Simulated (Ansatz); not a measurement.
hcp Lu, treated with r²SCAN-D4 (Ansatz, a first-principles code, PAW).

Settings: plane-wave cutoff 560 eV, 18×18×10 k mesh (along the axes of the cell as run), Fermi–Dirac smearing 0.05 eV, scalar-relativistic PAW data made under PBE.

Cell (relaxed at this level):

```
CELL_PARAMETERS angstrom
      1.74899    -3.02934     0.00000
      1.74899     3.02934     0.00000
      0.00000     0.00000     5.43924
ATOMIC_POSITIONS crystal
  Lu 0.33333 0.66667 0.25000
  Lu 0.66667 0.33333 0.75000
```

Question: Estimate the bulk modulus B0 and pressure derivative B′ of the bulk modulus that the calculation returns.

Answer: 
bulk modulus B0: 47.0 GPa
pressure derivative B′ of the bulk modulus: 3.4

The run finds no gap.

Measured, for comparison: bulk modulus 47.6 GPa (room temperature, no zero-point or thermal correction; as tabulated in Wikipedia's data pages). Computed (rounded) less measured: bulk modulus -1 %.

Note: the bulk modulus comes from volumes at which shape and atoms were relaxed.

Spin–orbit coupling is not included.

Computed values are for the static lattice.

The result took roughly 19 core-minutes.
